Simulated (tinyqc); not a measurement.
Inside a calculation. Method: CIS and TDHF on RHF in the sto-3g basis, frozen core, for HF, spin multiplicity 1. One step of it, computed by the program tinyqc.

Problem. CIS matrix, singlets. A(ia,jb) = (e_a - e_i) d_ij d_ab + 2 (ia|jb) - (ij|ab).

orbital energies (hartree): MO1 -25.896859, MO2 -1.483808, MO3 -0.595929, MO4 -0.465594, MO5 -0.465594, MO6 0.668600

Two-electron integrals over orbitals (pq|rs), unique and non-zero (hartree); the lowest 1 orbital is frozen and left out:
```
p,q,r,s,(pq|rs)
2,2,2,2,0.857743
3,2,2,2,-0.007575
3,2,3,2,0.158567
3,3,2,2,0.765061
3,3,3,2,-0.058868
3,3,3,3,0.793157
4,2,4,2,0.178291
4,3,4,2,-0.045821
4,3,4,3,0.051811
4,4,2,2,0.874713
4,4,3,2,-0.076616
4,4,3,3,0.772748
4,4,4,4,0.997514
5,2,5,2,0.178291
5,3,5,2,-0.045821
5,3,5,3,0.051811
5,4,5,4,0.053770
5,5,2,2,0.874713
5,5,3,2,-0.076616
5,5,3,3,0.772748
5,5,4,4,0.889973
5,5,5,5,0.997514
6,2,2,2,-0.137198
6,2,3,2,-0.037487
6,2,3,3,-0.044935
6,2,4,4,-0.136630
6,2,5,5,-0.136630
6,2,6,2,0.099544
6,3,2,2,-0.147985
6,3,3,2,0.093072
6,3,3,3,-0.130941
6,3,4,4,-0.183605
6,3,5,5,-0.183605
6,3,6,2,0.060223
6,3,6,3,0.162293
6,4,4,2,-0.045276
6,4,4,3,-0.012126
6,4,6,4,0.032172
6,5,5,2,-0.045276
6,5,5,3,-0.012126
6,5,6,5,0.032172
6,6,2,2,0.692332
6,6,3,2,0.076078
6,6,3,3,0.669376
6,6,4,4,0.655909
6,6,5,5,0.655909
6,6,6,2,-0.068943
6,6,6,3,-0.011856
6,6,6,6,0.718535
```

Give: CIS matrix A, singlet.

Solution.

CIS matrix A, singlet (hartree), lower triangle:
```
,2>6,3>6,4>6,5>6
2>6,1.6592
3>6,0.0444,0.9197
4>6,0.0000,0.0000,0.5426
5>6,0.0000,0.0000,0.0000,0.5426
```
